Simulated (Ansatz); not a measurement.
# CHSSi− (SMILES C#[Si][S-]): functionals against CCSD(T) at one geometry

One table from this session's results is given with a row withheld; the runs are named, their logs left out.

The runs use Ansatz 0.2.0, Gaussian basis; single points in def2-TZVPPD.

Cores are frozen in the correlated methods.

### Starting geometry

SMILES `C#[Si][S-]`, 4 atoms, charge -1, spin multiplicity 1.

Atoms are counted from 1 here; the program's logs count them from 0.

Bond lengths: C1–Si2 1.743 Å, C1–H4 1.019 Å, Si2–S3 2.059 Å. Angles: Si2–C1–H4 122.1°, C1–Si2–S3 161.8°.

Geometry (Å):

```
C     0.69910    0.92340    0.18370
Si   -0.27240   -0.48700   -0.13900
S    -0.88590   -2.44660   -0.29260
H     0.28810    1.84700    0.31050
```

The first run:

Input file run/in.yaml:

```yaml
crystal:
  periodic: [false, false, false]
  atoms:
    - {symbol: C, position_ang: [0.699100, 0.923400, 0.183700]}
    - {symbol: Si, position_ang: [-0.272400, -0.487000, -0.139000]}
    - {symbol: S, position_ang: [-0.885900, -2.446600, -0.292600]}
    - {symbol: H, position_ang: [0.288100, 1.847000, 0.310500]}
basis:
  gaussian: {orbitals: "def2-TZVPPD.json"}
total_charge: -1
correlation: {method: ccsd_t}
output: {forces: true}
```

The basis file named in the input lies beside it (Basis Set Exchange, JSON).

The command line of these runs was not kept.

Among the steps run: CCSD(T)/def2-TZVPPD; PBE0-D4/def2-TZVPPD; wB97M-V/def2-TZVPPD; r2SCAN-D4/def2-TZVPPD; PBE-D4/def2-TZVPPD; HSE06-D4/def2-TZVPPD; r2SCAN0-D4/def2-TZVPPD.

One of the session's tables, all rows but one given; the rest of the session is left out.

| method | RMS force component (eV/Å) | angle to CCSD(T) forces (°) |
| --- | --- | --- |
| CCSD(T) | 1.604 | reference |
| PBE0-D4 | 1.775 | 6.5 |
| wB97M-V | 1.807 | 10.1 |
| r2SCAN-D4 | ? | ? |
| PBE-D4 | 1.699 | 2.2 |
| HSE06-D4 | 1.767 | 6.1 |
| r2SCAN0-D4 | 1.778 | 9.2 |

Q: Estimate the row for r2SCAN-D4 from the others.

The run gave: RMS force component (eV/Å): 1.709; angle to CCSD(T) forces (°): 4.0. In the column «RMS force component (eV/Å)» it lies between PBE-D4 (1.699) and HSE06-D4 (1.767).
